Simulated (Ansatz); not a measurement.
```yaml
crystal:
  periodic: [false, false, false]
  atoms:
    - {symbol: V, position_ang: [-0.333466, -0.268492, 0.004790]}
    - {symbol: N, position_ang: [0.978652, 0.919417, -0.016132]}
    - {symbol: H, position_ang: [0.267626, -1.644524, 0.067550]}
    - {symbol: H, position_ang: [1.546791, 1.197878, 0.787464]}
    - {symbol: H, position_ang: [1.439330, 1.239742, -0.872901]}
basis:
  gaussian: {orbitals: def2-TZVP}
magnetization: {spin_polarized: true, initial_magnetization: 3}
hamiltonian: {xc: pbe0}
relax: {f_tol: 0.004, max_steps: 80}
```

```sh
$ ansatz run in.yaml --threads 1 --pin off --events-out ev --progress --plain --max-ram 2176MiB
```

Steps of the relaxation (energy above the last step; positions in Å, forces in eV/Å):

```
5
step 1, 600.1 meV
V    -0.333   -0.268    0.005   -2.636    1.231   -0.133
N     0.979    0.919   -0.016    1.902    1.399   -0.091
H     0.268   -1.645    0.068    1.154   -2.463    0.162
H     1.547    1.198    0.787   -0.208   -0.114   -0.297
H     1.439    1.240   -0.873   -0.212   -0.053    0.359
```

```
5
step 2, 335.5 meV
V    -0.380   -0.243   -0.023   -0.717    0.143   -0.152
N     1.016    0.911   -0.025    0.677    0.776   -0.137
H     0.269   -1.726    0.103    0.208   -0.704    0.157
H     1.559    1.199    0.784   -0.020   -0.160   -0.134
H     1.436    1.303   -0.869   -0.148   -0.054    0.265
```

```
5
step 3, 175.0 meV
V    -0.344   -0.273   -0.177   -0.012   -0.232   -0.134
N     1.023    0.949   -0.052    0.555    0.654   -0.040
H     0.210   -1.801    0.275   -0.156   -0.153    0.147
H     1.625    1.076    0.766   -0.189   -0.129   -0.503
H     1.384    1.494   -0.842   -0.198   -0.141    0.530
```

```
5
step 11, 0.0 meV
V    -0.046   -0.467   -0.447    0.000    0.001    0.000
N     1.102    0.958   -0.115    0.001   -0.001    0.002
H    -0.092   -1.861    0.542    0.000   -0.001    0.000
H     1.760    1.006    0.652   -0.001    0.000   -0.002
H     1.176    1.808   -0.662    0.000    0.000    0.000
```

Close pairs at the end: N2–H4 1.012 Å, N2–H5 1.013 Å, V1–H3 1.710 Å, V1–N2 1.860 Å.

A stationary point of unrestricted PBE0 after 11 steps, with ⟨S²⟩ = 3.790 against 3.75 for a pure state; no frequencies were run, so it isn't proven a minimum. 2.2 min on 1 thread of Arm Neoverse V1, shared host.
